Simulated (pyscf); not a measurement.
**Routes from Cl–BH–Cl + CH₄**

Candidate steps break at most two bonds and form at most two. Each was searched with GFN2-xTB (tblite) first. Optimised with ωB97X-D3(BJ)/def2-SVP in PySCF. MP2 and CC: frozen core, UHF for open shells. ΔMP2 is the change of the MP2 total energy from the triple- to the quadruple-zeta basis. Energies: CCSD(T)/def2-TZVPP + ΔMP2(QZVPP), eV, from the separated reactants, singlet surface; ΔG‡ with ideal gas, 1 atm, RRHO with modes under 100 cm⁻¹ raised to 100, one conformer, R ln 2 for chiral ones without a mode under 150 cm⁻¹.

```
products                         type   ΔE‡     ΔE  ΔG‡ 298 K  ΔG‡ 900 K  ν‡ (cm⁻¹)
---------------  --------------------  ----  -----  ---------  ---------  ---------
HCl + H₃C–BH–Cl  four-centre exchange  1.96  +0.85       2.30       3.13      1057i
H₃C–Cl + H₂B–Cl  four-centre exchange  3.97  +1.70       4.34       5.12       967i
```

Row 2: On the product side the descent ends in a complex, 0.22 eV under the separated species and 2.44 eV under the saddle at ωB97X-D3(BJ)/def2-TZVP. 

Plain bond fissions and candidates not yet searched are not listed, and one of them may be faster. Each barrier is that of the saddle found; lower ones may exist. The CCSD(T) − MP2 part came from Ansatz, without density fitting, on the same reference.
